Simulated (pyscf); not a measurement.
Multi-bond step: H₂Se (SMILES [SeH2]) + GeH₄ (SMILES [GeH4]) -> H₂Se (SMILES [SeH2]) + H₂ (SMILES [H][H]) + GeH₂ (SMILES [GeH2]) [singlet]

Gas phase, singlet surface, charge 0. Bonds broken: Se1–H2, Ge4–H5, Ge4–H6. Bonds formed: Se1–H5, H2–H6. Optimised with ωB97X-D3(BJ)/def2-SVP in PySCF.

Transition state (Å):

```xyz
8

Se     2.0107    -0.4751    -0.4107
H      0.4126     0.4278     0.0617
H      2.6768    -0.0358     0.8208
Ge    -0.8621    -0.9082     1.3150
H      0.7812    -1.3165     0.5091
H     -0.4474     0.6051     0.4211
H     -0.9934    -0.2052     2.7046
H     -2.3551    -0.9670     0.8559
```

One imaginary mode, 1461i cm⁻¹; descent along it reached the two sides named, in the forms told below.

| bond | change | reactant side (Å) | saddle | product side |
|---|---|---|---|---|
| Se1–H2 | breaks | 1.465 | 1.895 | 3.1 |
| Ge4–H5 | breaks | 1.532 | 1.875 | 3.5 |
| Ge4–H6 | breaks | 1.535 | 1.806 | 2.101 |
| Se1–H5 | forms | 3.7 | 1.751 | 1.465 |
| H2–H6 | forms | 2.9 | 0.949 | 0.785 |

Electronic energies relative to the separated reactants (eV):

```
level                   barrier  reaction energy  reverse barrier
----------------------  -------  ---------------  ---------------
ωB97X-D3(BJ)/def2-TZVP     2.76            +2.05             0.71
PBE/def2-TZVP              1.99            +1.90             0.09
r²SCAN/def2-TZVP           2.26            +2.08             0.17
B3LYP-D3(BJ)/def2-TZVP     2.34            +1.82             0.52
PBE0-D3(BJ)/def2-TZVP      2.31            +2.05             0.26
M06-2X/def2-TZVP           2.61            +1.83             0.78
ωB97M-D3(BJ)/def2-TZVP     2.74            +1.87             0.87
HF/def2-TZVP               3.83            +1.90             1.92
```

With ωB97M-D3(BJ)/def2-TZVP energies and thermal terms (ideal gas, 1 atm, RRHO with modes under 100 cm⁻¹ raised to 100, one conformer, R ln 2 for chiral ones without a mode under 150 cm⁻¹), in eV:

| T (K) | ΔH‡ | ΔG‡ | ΔH | ΔG |
|---|---|---|---|---|
| 298 | 2.62 | 2.98 | +1.71 | +1.30 |
| 600 | 2.65 | 3.34 | +1.75 | +0.86 |
| 900 | 2.70 | 3.67 | +1.74 | +0.42 |
| 1200 | 2.74 | 3.99 | +1.72 | -0.02 |

On the product side the descent ends in a bound adduct (not fully relaxed), 0.40 eV under the separated species and 1.11 eV under the saddle at ωB97X-D3(BJ)/def2-TZVP. The same reactants have a lower exit, to H₃Ge–SeH + H₂ (barrier +2.31 eV at ωB97M-D3(BJ)/def2-TZVP, against +2.74 eV here). This is the saddle that the search found; another between the same sides may lie lower. Elements up to Kr have no core potential and no relativistic terms here.
